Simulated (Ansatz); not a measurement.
A made-up structure of CH$_{5}$BN (charge -1), closed shell:

```
atom    x (Å)    y (Å)    z (Å)
  B1  -0.6286   0.8635  -0.6424
  N2  -0.0310   0.1516   0.3870
  C3   0.4631  -1.1875   0.5321
  H4  -0.7111   0.3886  -1.7538
  H5  -1.0935   1.9586  -0.3989
  H6  -0.1016  -1.2498   1.4271
  H7   1.4295  -1.1732   1.0594
  H8   0.6081  -1.6296  -0.4617
```

It is relaxed with PBE-D4/def2-SVPD and then PBE0-D4/def2-TZVPD (Ansatz 0.2.0). Atoms count as bonded within 1.22 times the sum of their covalent radii (H–H: 0.88 Å). The end point is not checked to be a true minimum.

(1) Does its bonding change? (A judgement: the text doesn't fix the answer.)

Answers

(1) By the calculation: No: no bond forms or breaks.

Where it ends: The first stage lowers the energy by 1.33 eV in 7 steps. It ends as CH₅BN ([BH2][N][CH3]), total charge -1:
```
8
angstrom
B -0.5779 0.8492 -0.5644
N -0.0774 0.3164 0.5821
C 0.4377 -1.0121 0.5811
H -0.6091 0.2183 -1.6387
H -1.0306 1.9909 -0.6026
H -0.0912 -1.6643 1.3023
H 1.4984 -1.0478 0.8951
H 0.3850 -1.5282 -0.4060
```

Labels in which every atom is bracketed show which atoms are joined, not bond orders.

For scale, one of the runs: PBE0-D4/def2-TZVPD relaxation, 156 basis functions, launched by `ansatz run in.yaml --threads 2 --pin off --events-out ev --progress --plain --max-ram 4352MiB`. The run took about 16 s on 2 CPU threads of an Arm Neoverse V2 (shared host).
